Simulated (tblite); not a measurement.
Ethylketene, C₄H₆O.
Bonds: C1–C2, C2–C3, C3–C4 (double), C4–O5 (double). Hydrogens: H6, H7, H8 on C1; H9, H10 on C2; H11 on C3.

Computed with GFN2-xTB (tblite), gas phase: Langevin dynamics at 200 K from the optimised GFN2-xTB geometry, time step 0.5 fs, friction 0.01 fs⁻¹, 2000 steps. The instantaneous temperature is 2·E(kin)/(3Nk) with all 3N coordinates.

```csv
t (fs),T (K),E(pot) above start (eV),C1–C2 (Å),C2–C3 (Å),C3=C4 (Å),C4=O5 (Å),C1–H6 (Å),C1–C2–C3–C4 (°)
0,176,0.000,1.527,1.510,1.291,1.166,1.088,112
50,163,0.183,1.493,1.483,1.298,1.170,1.082,120
100,161,0.220,1.529,1.541,1.319,1.155,1.097,119
150,167,0.262,1.507,1.489,1.275,1.168,1.106,104
200,226,0.252,1.530,1.583,1.305,1.164,1.097,107
250,191,0.237,1.534,1.506,1.273,1.168,1.083,103
300,162,0.244,1.508,1.535,1.307,1.157,1.117,87
350,127,0.263,1.541,1.513,1.289,1.166,1.078,94
400,207,0.147,1.512,1.528,1.300,1.182,1.089,89
450,176,0.192,1.548,1.515,1.332,1.156,1.090,92
500,192,0.297,1.535,1.496,1.285,1.187,1.071,121
550,189,0.377,1.469,1.517,1.281,1.166,1.107,129
600,244,0.306,1.587,1.517,1.289,1.141,1.073,129
650,147,0.347,1.495,1.562,1.254,1.170,1.149,138
700,148,0.289,1.508,1.520,1.297,1.146,1.075,150
750,212,0.148,1.529,1.498,1.289,1.175,1.112,146
800,176,0.210,1.519,1.513,1.309,1.162,1.084,152
850,212,0.215,1.573,1.519,1.311,1.169,1.079,147
900,228,0.172,1.525,1.555,1.280,1.180,1.091,148
950,234,0.199,1.527,1.501,1.307,1.169,1.104,152
1000,171,0.185,1.522,1.471,1.293,1.151,1.085,135
```

**Question.** From 500 fs on, how do temperature and potential energy compare with equipartition?

**Answer.** The mean temperature of these 11 frames is 196 K against the target 200 K, and the mean potential energy 0.25 eV against 27 × kT/2 = 0.23 eV for 27 classical harmonic modes. For 11 atoms in a canonical ensemble the temperature itself scatters by T·√(2/(3N)) = 49 K; here its standard deviation is 32 K. The whole run lasts only 10 friction times of 100 fs, so these averages carry a wide statistical error.

**Question.** What are the kinetic and total energies of the listed frame with the highest potential energy?

**Answer.** The one at 550 fs, 0.377 eV above the start. Its kinetic energy is 3NkT/2 = 0.269 eV at 189 K, so the sum is 0.65 eV; over the listed frames the sum runs from 0.25 to 0.65 eV, since the thermostat adds and removes energy.

**Question.** How much do the listed bonds fluctuate from 500 fs on?

**Answer.** 
```tsv
bond	at the start (Å)	mean (Å)	standard deviation (Å)
C1–C2	1.527	1.526	0.031
C2–C3	1.510	1.515	0.025
C3=C4	1.291	1.291	0.015
C4=O5	1.166	1.165	0.014
C1–H6	1.088	1.094	0.022
```

The motion is classical and holds no zero-point motion.

The cost below is that of the whole dynamics run. Hardware: one thread of an Intel Xeon Platinum 8488C, on a shared host. Cost: 5.2 s, 0.18 GiB resident at most.
